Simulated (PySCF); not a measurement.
Compound: F₃HP (charge +1).
Atom-mapped SMILES: `[F:1][PH+:2]([F:3])[F:4]` (hydrogens: H5 on P2)

Structure used (GFN2-xTB), in Å, numbered top down from 1:
```xyz
5
F3HP angstrom
F     -0.3880    1.2931   -0.6152
P     -0.0139    0.0024    0.1040
F     -0.7965   -1.0673   -0.6482
F      1.4296   -0.2438   -0.3189
H     -0.2225    0.0186    1.4611
```

Theory: PySCF 2.14.0, density-fitted response routines, TDDFT CAM-B3LYP/def2-SVPD, vertical, gas phase, core orbitals frozen in the response.

Transition dipole moments from the ground state, in atomic units and in the frame of the coordinates above (overall signs are arbitrary), for the states with f of 0.002 or more among the lowest 8:

```tsv
state	E (hartree)	μx	μy	μz
S4	0.4227	-0.188	0.118	-0.030
S5	0.4228	0.229	0.361	0.027
S6	0.4231	-0.199	-0.113	-0.021
S7	0.4231	0.309	-0.265	0.049
S8	0.4359	0.046	-0.006	-0.321
```

(1) Work out the oscillator strengths.

(2) Which bond between heavy atoms lies closest to the direction of the S5 transition dipole?

(3) What angle do the transition dipoles of S4 and S5 make?

(4) What peak molar absorption coefficient would the strongest computed level give as a lone Gaussian band 0.3 eV wide at half height?

Results:

(1) f = (2/3) ΔE |μ|² with ΔE in hartree (27.2114 eV).

```csv
state,|μ|² (au),|μ| (D),f
S4,0.050,0.57,0.014
S5,0.184,1.09,0.052
S6,0.053,0.58,0.015
S7,0.168,1.04,0.047
S8,0.105,0.83,0.031
```

(2) P2–F3, at 26° from it; next F1–P2 at 56°.

(3) |cos θ| = |μa·μb| / (|μa| |μb|) = 0.01, so θ ≈ 89° (taken between 0 and 90°, since the signs are arbitrary).

(4) ε(max) = 2.175×10⁸ f / FWHM, with the width in cm⁻¹. S5: 2.175×10⁸ × 0.0518 / 2420 ≈ 4700 L mol⁻¹ cm⁻¹.

Cost: about 18 s of CPU time on one thread (grids of density and orbitals included); the machine was shared, so the figure is rough.
